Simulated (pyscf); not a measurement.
methane (CH₄) + H₃C–Zn–OH -> H₃C–Zn–CH₃ + water (H₂O) (four-centre exchange; singlet surface; C–H, O–Zn broken, C–Zn, H–O formed). Structures and frequencies: ωB97X-D3(BJ)/def2-SVP in PySCF. Energies in kcal/mol from the separated reactants.

```tsv
level	barrier	reaction energy
ωB97X-D3(BJ)/def2-TZVP	59.6	+17.3
PBE/def2-TZVP	?	+17.2
r²SCAN/def2-TZVP	?	?
PBE0-D3(BJ)/def2-TZVP	56.6	+16.3
M06-2X/def2-TZVP	54.5	+18.3
HF/def2-TZVP	70.9	+20.3
```

### Question
Complete the blanks.

### Answer

- PBE/def2-TZVP, barrier: 57.4
- r²SCAN/def2-TZVP, barrier: 56.8
- r²SCAN/def2-TZVP, reaction energy: +18.6

The functionals in the table span 5.1 kcal/mol in this barrier, from M06-2X to ωB97X-D3(BJ). On the product side the descent ends in a complex, 6.9 kcal/mol under the separated species and 49.2 kcal/mol under the saddle at ωB97X-D3(BJ)/def2-TZVP. One saddle was located; it need not be the lowest between these sides. Elements up to Kr have no core potential and no relativistic terms here.
